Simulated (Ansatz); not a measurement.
Two shapes of singlet CH₂O.

Shape 1:

```xyz
4

C     0.0000    0.0000   -0.5228
O     0.0000    0.0000    0.6733
H     0.0000   -0.9444   -1.1247
H     0.0000    0.9444   -1.1247
```

Shape 2:

```xyz
4

C     0.0255    0.0409   -0.5095
O     0.0441    0.0175    0.6891
H    -0.0199   -0.9655   -1.1654
H    -0.0242    0.9040   -1.1079
```

Basis set: 6-31G* (spherical functions). Left uncorrelated: 2 orbitals. Charge 0, multiplicity 1.

Computed with Ansatz (development build ahead of 0.2.0); each method stands on the lowest determinant of its kind that the runs found.

Question: Which shape is lower in energy, and by how much in each method?

Answer:

```csv
method,E(2) − E(1) (eV)
RHF,0.200
RHF-MP2,0.172
```

Shape 1 is lower.
